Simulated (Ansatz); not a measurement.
Mulliken charges of CH₇Si₂ (`C[SiH][SiH3]`) radical from B3LYP/def2-TZVPP in Ansatz (PBE0-D4/def2-TZVP geometry).

| atom | x (Å) | y (Å) | z (Å) | charge (e) |
| --- | --- | --- | --- | --- |
| C1 | -1.416 | 0.628 | -0.848 | -0.376 |
| Si2 | 0.345 | -0.028 | -0.910 | 0.132 |
| Si3 | 1.168 | -0.829 | 1.113 | 0.157 |
| H4 | -1.471 | 1.528 | -0.229 | 0.112 |
| H5 | -2.093 | -0.117 | -0.427 | 0.110 |
| H6 | -1.768 | 0.884 | -1.850 | 0.109 |
| H7 | 1.261 | 0.968 | -1.539 | -0.066 |
| H8 | 0.289 | -1.928 | 1.600 | -0.061 |
| H9 | 1.228 | 0.212 | 2.181 | -0.060 |
| H10 | 2.540 | -1.369 | 0.913 | -0.057 |

By hand: the dipole of these point charges (1 e Å = 4.8032 D).

Σ q r = (-0.146, 0.004, -0.080) e Å, of length 0.167 e Å = 0.80 D.

How does the dipole of the full density compare? (Estimate.)

Ansatz gave: (-0.189, 0.084, -0.044) e Å, 1.02 D; the point charges give 0.78 times that, at 27° from its direction.

Point charges leave out the atoms' own dipoles, such as those of lone pairs, and Mulliken's split depends on the basis, so the two needn't agree.

B3LYP here is the variant with VWN-RPA as its local correlation; programs differ in this.
